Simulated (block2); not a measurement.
**CH4BCl (SMILES BCCl), step by step**

Aim: a single-point energy (singlet CH4BCl, IC-NEVPT2(4,4)/6-31G), then a single-point energy (singlet CH4BCl, IC-NEVPT2(4,4)/6-31G), then the energy (doublet CH4BCl+, IC-NEVPT2(3,4)/6-31G) of CH4BCl. Input form: a Python script.

Program for the calculation: block2 0.5.4.

## (1) The molecule

CH4BCl: 7 atoms, total charge 0, spin state singlet. SMILES: `BCCl`. The coordinates come from a GFN2-xTB relaxation.

Bond lengths: B1–C2 1.564 Å, C2–Cl3 1.798 Å, B1–H4 1.168 Å, B1–H5 1.164 Å, C2–H6 1.093 Å, C2–H7 1.093 Å. Angles: B1–C2–Cl3 116.5°, B1–C2–H6 111.1°, B1–C2–H7 111.1°, Cl3–C2–H6 105.7°, Cl3–C2–H7 105.7°, C2–B1–H4 116.8°, C2–B1–H5 122.1°, H6–C2–H7 106.1°, H4–B1–H5 121.1°.

## (2) A single-point energy at IC-NEVPT2(4,4)/6-31G (run 1)

The input, mol.xyz:

```xyz
7
CH4BCl
B     -0.711740    -0.008780    -0.644000
C      0.424690    -0.106720     0.425630
Cl     1.374480     1.389370     0.727160
H     -1.332050    -0.978200    -0.843430
H     -0.938070     0.979260    -1.216560
H      1.156850    -0.870870     0.152670
H      0.025830    -0.404060     1.398530
```

The input, casscf_dmrg.py:

```python
import numpy as np
from pyscf import gto, mcscf, mp, scf
from pyblock2.icmr.icnevpt2_full import WickICNEVPT2

geom = "mol.xyz"
mol = gto.M(
    atom=geom,
    basis="6-31g",
    charge=0,
    verbose=3,
    max_memory=2000,
)
print("nao                      = %d" % (mol.nao))
mf = scf.RHF(mol)
mf.conv_tol = 1e-10
mf.max_cycle = 200
mf.kernel()
if not mf.converged:
    mf = mf.newton().run(mf.mo_coeff, mf.mo_occ)
print("reference energy         = %.10f" % (mf.e_tot))
# natural orbitals of MP2 give a compact matrix product state
occ_no, mo = mcscf.addons.make_natural_orbitals(mp.MP2(mf, frozen=7).run())
mf.mo_coeff = mo
mc = mcscf.CASSCF(mf, 4, 4)
mc.fcisolver.conv_tol = 1e-12
mc.fix_spin_(ss=0)
mc.max_cycle_macro = 50
mc.conv_tol = 1e-7
mc.canonicalization = True
mc.verbose = 4
mc.kernel(mf.mo_coeff)
print("CASSCF converged:", mc.converged)
print(f"E(CASSCF)                = {mc.e_tot:.10f}")
dm1 = mc.fcisolver.make_rdm1(mc.ci, 4, mc.nelecas)
print("NOONs                    =", np.round(np.linalg.eigvalsh(dm1)[::-1], 5).tolist())
post = WickICNEVPT2(mc).run()
print(f"second-order correction  = {post.e_tot - mc.e_tot:.10f}")
print("E(final)                 = %.10f" % (post.e_tot))
```

Started as:

```
python casscf_dmrg.py
```

Output:

```text
nao                      = 39
converged SCF energy = -524.292117494209
reference energy         = -524.2921174942
E(RMP2) = -524.472430776553  E_corr = -0.180313282343776
E(SCS-RMP2) = -524.477853103038  E_corr = -0.18573560882878

[... 22 lines left out ...]
sorting_mo_energy = False
[... 59 lines left out ...]
1-step CASSCF converged in  21 macro (373 JK  77 micro) steps
[... 2 lines left out ...]
CASSCF energy = -524.325811890424
[... 1 line left out ...]
CASSCF converged: True
[... 13 lines left out ...]
E(final)                 = -524.4808985497
```

It took 21 s on 1 thread of Arm Neoverse V2, shared host; peak memory 0.23 GiB.

## (3) The distorted shape: a single-point energy at IC-NEVPT2(4,4)/6-31G (run 2)

The input, casscf_dmrg.py:

```python
import numpy as np
from pyscf import gto, mcscf, mp, scf
from pyblock2.icmr.icnevpt2_full import WickICNEVPT2

mol = gto.M(atom="""
B     -0.677788    -0.156998    -0.558109
C      0.458642    -0.254938     0.511521
Cl     1.408432     1.241152     0.813051
H     -1.298098    -1.126418    -0.757539
H     -0.938070     0.979260    -1.216560
H      1.190802    -1.019088     0.238561
H      0.059782    -0.552278     1.484421
""", basis="6-31g", verbose=3)
print("nao: %d" % (mol.nao))
mf = scf.RHF(mol)
mf.conv_tol = 1e-10
mf.max_cycle = 200
mf.kernel()
if not mf.converged:
    mf = mf.newton().run(mf.mo_coeff, mf.mo_occ)
print(f"SCF energy: {mf.e_tot:.10f}")
# rotate to MP2 natural orbitals
occ_no, mo = mcscf.addons.make_natural_orbitals(mp.MP2(mf, frozen=7).run())
mf.mo_coeff = mo
mc = mcscf.CASSCF(mf, 4, 4)
mc.fcisolver.conv_tol = 1e-12
mc.fix_spin_(ss=0)
mc.max_cycle_macro = 50
mc.conv_tol = 1e-7
mc.canonicalization = True
mc.verbose = 4
mc.kernel(mf.mo_coeff)
print("CASSCF converged:", mc.converged)
print(f"E(CASSCF): {mc.e_tot:.10f}")
dm1 = mc.fcisolver.make_rdm1(mc.ci, 4, mc.nelecas)
print("occupation numbers:", np.round(np.linalg.eigvalsh(dm1)[::-1], 5).tolist())
post = WickICNEVPT2(mc).run()
print("second-order correction: %.10f" % (post.e_tot - mc.e_tot))
print(f"E(final): {post.e_tot:.10f}")
```

Started as:

```
python casscf_dmrg.py
```

Output:

```text
nao: 39
converged SCF energy = -524.283012397757
SCF energy: -524.2830123978
E(RMP2) = -524.465387199078  E_corr = -0.182374801321253
E(SCS-RMP2) = -524.47107057678  E_corr = -0.18805817902253

[... 22 lines left out ...]
sorting_mo_energy = False
[... 47 lines left out ...]
1-step CASSCF converged in  15 macro (255 JK  51 micro) steps
[... 2 lines left out ...]
CASSCF energy = -524.316887099067
[... 1 line left out ...]
CASSCF converged: True
[... 13 lines left out ...]
E(final): -524.4736545675
```

Run time: 20 s. Hardware: 1 thread of Arm Neoverse V2, shared host; peak memory 0.23 GiB.

## (4) The doublet cation: a single-point energy at IC-NEVPT2(3,4)/6-31G (run 3)

The input, dmrgscf.py:

```python
import numpy as np
from pyscf import gto, mcscf, mp, scf
from pyblock2.icmr.icnevpt2_full import WickICNEVPT2

mol = gto.M(atom=[
    ("B", (-0.711740, -0.008780, -0.644000)),
    ("C", (0.424690, -0.106720, 0.425630)),
    ("Cl", (1.374480, 1.389370, 0.727160)),
    ("H", (-1.332050, -0.978200, -0.843430)),
    ("H", (-0.938070, 0.979260, -1.216560)),
    ("H", (1.156850, -0.870870, 0.152670)),
    ("H", (0.025830, -0.404060, 1.398530)),
], basis="6-31g", charge=1, spin=1, verbose=3, max_memory=2000)
print("basis functions          = %d" % (mol.nao))
mf = scf.ROHF(mol)
mf.conv_tol = 1e-10
mf.max_cycle = 200
mf.kernel()
if not mf.converged:
    mf = mf.newton().run(mf.mo_coeff, mf.mo_occ)
print("E(SCF)                   = %.10f" % (mf.e_tot))
# natural orbitals of MP2 give a compact matrix product state
occ_no, mo = mcscf.addons.make_natural_orbitals(mp.MP2(mf.to_uhf(), frozen=7).run())
mf.mo_coeff = mo
mc = mcscf.CASSCF(mf, 4, 3)
mc.fcisolver.conv_tol = 1e-12
mc.fix_spin_(ss=0.75)
mc.max_cycle_macro = 50
mc.conv_tol = 1e-7
mc.canonicalization = True
mc.verbose = 4
mc.kernel(mf.mo_coeff)
print("CASSCF converged:", mc.converged)
print("CASSCF energy            = %.10f" % (mc.e_tot))
dm1 = mc.fcisolver.make_rdm1(mc.ci, 4, mc.nelecas)
print("natural occupations      =", np.round(np.linalg.eigvalsh(dm1)[::-1], 5).tolist())
post = WickICNEVPT2(mc).run()
print(f"E(PT2 correction)        = {post.e_tot - mc.e_tot:.10f}")
print("final energy             = %.10f" % (post.e_tot))
```

Started as:

```
python dmrgscf.py
```

Output:

```text
basis functions          = 39
converged SCF energy = -523.919464241024
E(SCF)                   = -523.9194642410
E(UMP2) = -524.083390641518  E_corr = -0.163926400494369
E(SCS-UMP2) = -524.088684673974  E_corr = -0.169220432949933

[... 22 lines left out ...]
sorting_mo_energy = False
[... 33 lines left out ...]
1-step CASSCF converged in   8 macro (134 JK  25 micro) steps
[... 2 lines left out ...]
CASSCF energy = -523.936305098340
[... 1 line left out ...]
CASSCF converged: True
CASSCF energy            = -523.9363050983
[... 12 lines left out ...]
final energy             = -524.0934515341
```

Wall time 19 s (1 thread of Arm Neoverse V2, shared host); peak memory 0.23 GiB.

## (5) Results

```
                                 quantity          value
run 1, IC-NEVPT2(4,4)/6-31G: total energy  -524.48090 Eh
            distorted shape: total energy  -524.47365 Eh
             doublet cation: total energy  -524.09345 Eh
```
